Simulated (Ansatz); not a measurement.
Results of r²SCANh (Ansatz, a program for electronic structure, PAW) for antiferromagnetic (type II) rock-salt MnS.

The input as run:

Ansatz 0.2 input:
```yaml
crystal:
  lattice:
    - [5.1851138092, 2.5842032912, 2.5842032912]
    - [2.5842032912, 5.1851138092, 2.5842032912]
    - [2.5842032912, 2.5842032912, 5.1851138092]
  atoms:
    - { symbol: Mn, position: [0.0, 0.0, 0.0], spin: 5.0 }
    - { symbol: Mn, position: [0.5, 0.5, 0.5], spin: -5.0 }
    - { symbol: S, position: [0.2499999946, 0.2499999946, 0.2499999946], spin: 0.0 }
    - { symbol: S, position: [0.7500000054, 0.7500000054, 0.7500000054], spin: 0.0 }
basis:
  ecutwfc: 520
  ecutrho_ratio: 4
  xc_grid: 3
kpoints:
  mp_grid: { grid: [8, 8, 8] }
hamiltonian:
  xc: r2scanh
  dispersion: none
  pseudopotentials: { kind: paw }
scf:
  occupations: { method: fermi_dirac, width: 0.01 }
  convergence: { dr2_threshold: 0.0000000004 }
output:
  forces: true
  stress: true
  eigenvalues: true
magnetization:
  spin_polarized: true
```

Output (set-up and result lines):

```
WARN output.stress: scf.exx.energy_threshold = 1e-6 eV is looser than the 4e-8 eV advised for a stress under a hybrid functional (1e-8 eV for each atom of the …
Crystal: 4 atoms, lattice volume = 70.039 Å³
Basis set: ecut = 520 eV, 1901 PW (Γ), FFT grids on a1−a3, a2−a3, a3, exchange–correlation on 90×90×144 points (27 copies of the dense FFT grid, shifted against one another)
Bands: 32, of which v1, the nominal top of the filled ones, is band 21 counted from 1 (20 counted from 0)
Symmetry: 12 space group operations
Space group: R-3m (ITA 166), of the structure as read, at distance tolerance 4.1e-5 Å
k-points: 65 of 512
Initial density: superposition of atomic densities (chi_scale 0.1, normalization cell, long waves kept (reshape's long-wave potential 0.00 eV rms))
Functional: x = r2scan, c = r2scan; τ floored in thin density (d = 2e-4 eV/Å³), warm-up for x = 0.9 r2scan + 0.1 exact, c = r2scan; τ floored in thin density (d = 2e-4 eV/Å³)
Crystal: 4 atoms, lattice volume = 70.039 Å³
Initial density: handed on by an earlier stage of this run
Functional: x = 0.9 r2scan + 0.1 exact, c = r2scan; τ floored in thin density (d = 2e-4 eV/Å³)
Crystal: 4 atoms, lattice volume = 70.039 Å³
SCF 3 converged in 6 iterations: F = -9623.093015 eV  dr2 = 3.71e-10
Magnetization: 0.0000 μB (21.0000 up, 21.0000 down)
Free energy (F): -9623.093015 eV
Internal energy: -9623.093015 eV  (E = F + TS)
E sigma→0 (E₀):  -9623.093015 eV
Fermi energy:    10.636141 eV
--- Forces (eV/Å), atoms counted from 1 ---
  atom   1  Mn     0.00000000     0.00000000     0.00000000
  atom   2  Mn    -0.00000000    -0.00000000    -0.00000000
  atom   3  S      0.00000097     0.00000097     0.00000097
  atom   4  S     -0.00000097    -0.00000097    -0.00000097
--- Stress (GPa, compression-positive) ---
       -0.000560       0.000199       0.000199
        0.000199      -0.000560       0.000199
        0.000199       0.000199      -0.000560
  P = ⅓ Tr σ = -0.0006 GPa (-0.006 kbar)
```

The PAW data were made under PBE.

Computing time: around 16 core-minutes (rough).
